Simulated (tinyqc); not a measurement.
Inside a calculation. Method: UHF in the sto-3g basis, for HF, spin multiplicity 1. This run ends on a higher stationary point, not on the lowest solution. One step of it, computed by the program tinyqc.

Question. Iteration 3: diagonalisation and new density. Diagonalise F' = X^T F X, C = X C', fill 5 alpha and 5 beta electrons from the bottom; D(s) = C_occ C_occ^T. Each column has its largest component positive (the first on a tie).

F(alpha) (hartree), order 1F 1s, 1F 2s, 1F 2px, 1F 2py, 1F 2pz, 2H 1s:
$$\begin{pmatrix}
-25.933673 & -6.628970 & 0.000059 & -0.000052 & -0.011866 & -0.485744 \\
-6.628970 & -3.019424 & 0.030515 & -0.026979 & -0.009003 & -0.505203 \\
0.000059 & 0.030515 & -0.422834 & -0.045224 & 0.139052 & -0.050072 \\
-0.000052 & -0.026979 & -0.045224 & -0.434002 & -0.122938 & 0.044270 \\
-0.011866 & -0.009003 & 0.139052 & -0.122938 & -0.275491 & -0.357397 \\
-0.485744 & -0.505203 & -0.050072 & 0.044270 & -0.357397 & -0.217231
\end{pmatrix}$$

F(beta) (hartree), order 1F 1s, 1F 2s, 1F 2px, 1F 2py, 1F 2pz, 2H 1s:
$$\begin{pmatrix}
-25.933673 & -6.628970 & -0.000059 & 0.000052 & -0.011866 & -0.485744 \\
-6.628970 & -3.019424 & -0.030515 & 0.026979 & -0.009003 & -0.505203 \\
-0.000059 & -0.030515 & -0.422834 & -0.045224 & -0.139052 & 0.050072 \\
0.000052 & 0.026979 & -0.045224 & -0.434002 & 0.122938 & -0.044270 \\
-0.011866 & -0.009003 & -0.139052 & 0.122938 & -0.275491 & -0.357397 \\
-0.485744 & -0.505203 & 0.050072 & -0.044270 & -0.357397 & -0.217231
\end{pmatrix}$$

X, order 1F 1s, 1F 2s, 1F 2px, 1F 2py, 1F 2pz, 2H 1s:
$$\begin{pmatrix}
-0.524233 & 0.617965 & 0.000000 & 0.000000 & -0.503768 & 0.388411 \\
0.791347 & -0.326890 & 0.000000 & 0.000000 & -0.288665 & 0.543148 \\
0.000000 & 0.000000 & 0.999654 & 0.026291 & 0.000000 & 0.000000 \\
0.000000 & 0.000000 & -0.026291 & 0.999654 & 0.000000 & 0.000000 \\
0.382232 & 0.661284 & 0.000000 & 0.000000 & 0.624787 & 0.255723 \\
-0.679300 & -0.485613 & 0.000000 & 0.000000 & 0.404051 & 0.476882
\end{pmatrix}$$

Give: F' = X^T F X; orbital energies; coefficients C; F' = X^T F X; orbital energies; coefficients C; D(alpha) after iteration 3; D(beta) after iteration 3.

Answer.

F' = X^T F X (alpha) (hartree):
$$\begin{pmatrix}
-3.2763 & 5.0503 & 0.1138 & -0.0954 & -4.7505 & 4.1146 \\
5.0503 & -7.3648 & 0.1088 & -0.0912 & 7.5799 & -6.9835 \\
0.1138 & 0.1088 & -0.4205 & -0.0449 & 0.0591 & 0.0289 \\
-0.0954 & -0.0912 & -0.0449 & -0.4364 & -0.0496 & -0.0242 \\
-4.7505 & 7.5799 & 0.0591 & -0.0496 & -8.7582 & 7.8710 \\
4.1146 & -6.9835 & 0.0289 & -0.0242 & 7.8710 & -8.2012
\end{pmatrix}$$

orbital energies (alpha) (hartree): MO1 -25.9428, MO2 -1.4130, MO3 -0.5481, MO4 -0.4740, MO5 -0.3664, MO6 0.2869

coefficients C (alpha), order 1F 1s, 1F 2s, 1F 2px, 1F 2py, 1F 2pz, 2H 1s:
$$\begin{pmatrix}
0.9950 & -0.2604 & 0.0277 & 0.0000 & 0.0274 & 0.0441 \\
0.0203 & 1.0090 & -0.1302 & 0.0000 & -0.1494 & -0.2317 \\
0.0000 & -0.0285 & -0.4633 & 0.6624 & 0.5467 & -0.2165 \\
0.0000 & 0.0252 & 0.4096 & 0.7492 & -0.4834 & 0.1914 \\
0.0009 & 0.0174 & 0.6809 & 0.0000 & 0.3025 & -0.6955 \\
-0.0024 & 0.0757 & 0.2828 & 0.0000 & 0.5696 & 0.8233
\end{pmatrix}$$

F' = X^T F X (beta) (hartree):
$$\begin{pmatrix}
-3.2763 & 5.0503 & -0.1138 & 0.0954 & -4.7505 & 4.1146 \\
5.0503 & -7.3648 & -0.1088 & 0.0912 & 7.5799 & -6.9835 \\
-0.1138 & -0.1088 & -0.4205 & -0.0449 & -0.0591 & -0.0289 \\
0.0954 & 0.0912 & -0.0449 & -0.4364 & 0.0496 & 0.0242 \\
-4.7505 & 7.5799 & -0.0591 & 0.0496 & -8.7582 & 7.8710 \\
4.1146 & -6.9835 & -0.0289 & 0.0242 & 7.8710 & -8.2012
\end{pmatrix}$$

orbital energies (beta) (hartree): MO1 -25.9428, MO2 -1.4130, MO3 -0.5481, MO4 -0.4740, MO5 -0.3664, MO6 0.2869

coefficients C (beta), order 1F 1s, 1F 2s, 1F 2px, 1F 2py, 1F 2pz, 2H 1s:
$$\begin{pmatrix}
0.9950 & -0.2604 & 0.0277 & 0.0000 & 0.0274 & 0.0441 \\
0.0203 & 1.0090 & -0.1302 & 0.0000 & -0.1494 & -0.2317 \\
0.0000 & 0.0285 & 0.4633 & 0.6624 & -0.5467 & 0.2165 \\
0.0000 & -0.0252 & -0.4096 & 0.7492 & 0.4834 & -0.1914 \\
0.0009 & 0.0174 & 0.6809 & 0.0000 & 0.3025 & -0.6955 \\
-0.0024 & 0.0757 & 0.2828 & 0.0000 & 0.5696 & 0.8233
\end{pmatrix}$$

D(alpha) after iteration 3, order 1F 1s, 1F 2s, 1F 2px, 1F 2py, 1F 2pz, 2H 1s:
$$\begin{pmatrix}
1.0594 & -0.2503 & 0.0095 & -0.0084 & 0.0235 & 0.0014 \\
-0.2503 & 1.0577 & -0.0502 & 0.0444 & -0.1163 & -0.0457 \\
0.0095 & -0.0502 & 0.9531 & 0.0414 & -0.1506 & 0.1782 \\
-0.0084 & 0.0444 & 0.0414 & 0.9634 & 0.1331 & -0.1576 \\
0.0235 & -0.1163 & -0.1506 & 0.1331 & 0.5555 & 0.3662 \\
0.0014 & -0.0457 & 0.1782 & -0.1576 & 0.3662 & 0.4101
\end{pmatrix}$$

D(beta) after iteration 3, order 1F 1s, 1F 2s, 1F 2px, 1F 2py, 1F 2pz, 2H 1s:
$$\begin{pmatrix}
1.0594 & -0.2503 & -0.0095 & 0.0084 & 0.0235 & 0.0014 \\
-0.2503 & 1.0577 & 0.0502 & -0.0444 & -0.1163 & -0.0457 \\
-0.0095 & 0.0502 & 0.9531 & 0.0414 & 0.1506 & -0.1782 \\
0.0084 & -0.0444 & 0.0414 & 0.9634 & -0.1331 & 0.1576 \\
0.0235 & -0.1163 & 0.1506 & -0.1331 & 0.5555 & 0.3662 \\
0.0014 & -0.0457 & -0.1782 & 0.1576 & 0.3662 & 0.4101
\end{pmatrix}$$
